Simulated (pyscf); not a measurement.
SnH₂ [singlet] + HO–GeH₃ + hydrogen (H₂) → H₃Ge–SnH₃ + water (H₂O), a multi-bond step (singlet surface; Ge–O, H–H broken, Ge–Sn, H–Sn, H–O formed). Single points on ωB97X-D3(BJ)/def2-SVP structures (PySCF, gas phase). Energies in kcal/mol from the separated reactants.

Small-basis levels: PySCF, no dispersion term, spherical d functions. 

Problem. Quick HF/6-31G*+LANL2DZ single points give ΔE‡ = 38.5 kcal/mol and ΔE = -21.9 kcal/mol. What does ωB97M-D3(BJ)/def2-TZVP give, and how far is the quick result from it?

Solution. ωB97M-D3(BJ)/def2-TZVP gives ΔE‡ = 18.0 kcal/mol and ΔE = -27.4 kcal/mol. HF/6-31G*+LANL2DZ lies 20.5 kcal/mol over it in the barrier and 5.5 kcal/mol over it in the reaction energy, so on this step it does not hold to within 3.0 kcal/mol. ωB97M-D3(BJ)/def2-TZVP has limits of its own. On the reactant side the descent ends in a bound adduct, 9.5 kcal/mol under the separated species and 23.4 kcal/mol under the saddle at ωB97X-D3(BJ)/def2-TZVP. On the product side the descent ends in a complex (not fully relaxed), 4.3 kcal/mol under the separated species and 53.5 kcal/mol under the saddle at ωB97X-D3(BJ)/def2-TZVP. At ωB97X-D3(BJ) the barrier from the zero used here is 13.9 kcal/mol. This is the saddle that the search found; another between the same sides may lie lower. In the def2 sets elements up to Kr have no core potential. Elements past Kr carry the def2 core potentials, without spin-orbit coupling.
